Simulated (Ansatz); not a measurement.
Tuning the range parameter of LC-ωPBE so that −HOMO meets the ionisation energy; basis def2-TZVP, Ansatz. System: (H2Al-mu-H)2 (Al₂H₆). The state is a singlet with charge 0. Geometry: PBE0-D4/def2-TZVP. The ionised state is a doublet.

Geometry of the singlet:

```tsv
atom	x (Å)	y (Å)	z (Å)
Al1	0.239	-0.371	1.222
H2	1.758	-0.364	1.648
H3	-1.017	-0.769	2.089
H4	0.098	-1.099	-0.353
Al5	-0.241	0.370	-1.222
H6	1.027	0.765	-2.073
H7	-1.754	0.370	-1.665
H8	-0.111	1.097	0.355
```

```
ω (1/bohr)  HOMO (eV)  LUMO (eV)  vertical IE (eV)  HOMO + IE (eV)
       0.1      -8.82      -0.53             10.24            1.43
      0.15      -9.44      -0.05             10.43            0.99
       0.2      -9.99       0.28             10.66            0.68
       0.3     -10.84       0.68             11.13            0.29
```

Problem. Where does the tuning condition hold?

Solution. Not within the range that was run.
